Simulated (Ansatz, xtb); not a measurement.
Relative energy of two isomers of C3H7NOS

Structure X is `N[C@@]1(S)CCO1`, a singlet and structure Y is `N[C@@H]1C[C@@H](S)O1`, a singlet. Both are isolated molecules in the gas phase, relaxed with B3LYP/def2-SVP; the shapes shown needn't be the lowest conformers.

X (Å):

```xyz
13

C    -0.0400   -0.9560   -0.1411
C     0.7031   -0.5394    1.1483
C     0.2090   -1.8843    1.7018
N    -0.9296   -0.0081   -0.6977
O    -0.6276   -2.0881    0.5465
S     1.0218   -1.6741   -1.4854
H    -1.5976    0.3203    0.0010
H    -1.4424   -0.4019   -1.4861
H     1.4446   -0.4841   -1.9740
H     0.2396    0.3383    1.6243
H     1.7859   -0.3849    1.0616
H     0.9888   -2.6613    1.7875
H    -0.3772   -1.8568    2.6354
```

Y (Å):

```xyz
13

C    -1.2103   -0.0632   -0.0119
C     0.0452   -0.3055    0.8459
C    -0.9420   -0.5653    2.0001
N    -1.3473   -0.8409   -1.1855
O    -2.0610   -0.4348    1.1275
S    -0.9261    0.5620    3.4447
H    -2.2332   -0.6642   -1.6574
H    -1.2886   -1.8396   -0.9858
H    -1.3932    0.9940   -0.2730
H     0.7333    0.5416    0.9688
H     0.6177   -1.1919    0.5339
H    -0.8899   -1.5645    2.4670
H    -0.9250    1.7161    2.7365
```

Estimate which is lower in electronic energy at CCSD(T)/def2-SVP + ΔMP2/def2-TZVPP, and by roughly how much.

CCSD(T)/def2-SVP + ΔMP2/def2-TZVPP gives E(Y) − E(X) = −1.20 kJ/mol, slightly favouring structure Y, which is too small a margin to settle the true order.

The same difference at several levels:

| level | geometry | E(Y) − E(X) (kJ/mol) | departure from the last row (kJ/mol) | job, with rough time for the two |
| --- | --- | --- | --- | --- |
| GFN2-xTB | GFN2-xTB | +0.90 | +2.10 | optimisation, 0.16 s |
| HF/STO-3G | GFN2-xTB | −4.76 | −3.56 | single point, 0.44 s |
| r2SCAN-D4/def2-SVP | GFN2-xTB | −2.60 | −1.40 | single point, 3.7 s |
| B3LYP/def2-SVP | B3LYP/def2-SVP | −4.84 | −3.64 | optimisation, 47 s |
| HF/def2-SVP | B3LYP/def2-SVP | −3.23 | −2.03 | part of the CCSD(T) run |
| MP2/def2-SVP | B3LYP/def2-SVP | +3.11 | +4.31 | part of the CCSD(T) run |
| CCSD(T)/def2-SVP | B3LYP/def2-SVP | +1.87 | +3.07 | single point |
| CCSD(T)/def2-SVP + ΔMP2/def2-TZVPP | B3LYP/def2-SVP | −1.20 |  | single point, 45 s |

As drawn, both hold the same kinds of bond in the same numbers.

The largest departure from CCSD(T)/def2-SVP + ΔMP2/def2-TZVPP is that of MP2/def2-SVP, 4.31 kJ/mol. The last row adds to CCSD(T) the change of the MP2 difference between the two basis sets, here −3.07 kJ/mol.

With thermal terms from frequencies at re-optimised GFN2-xTB minima (ideal gas, soft modes damped towards free rotors, one conformer each, 298.15 K, 1 atm): the zero-point term adds +1.44 kJ/mol; ΔH is −0.15 and ΔG +0.01 kJ/mol.

The correlated steps freeze 10 core orbitals. Programs: Ansatz 0.2.0, xtb 6.7.1; the last row on 2 threads of Intel(R) Xeon(R) Platinum 8488C (Sapphire Rapids) on a shared host.
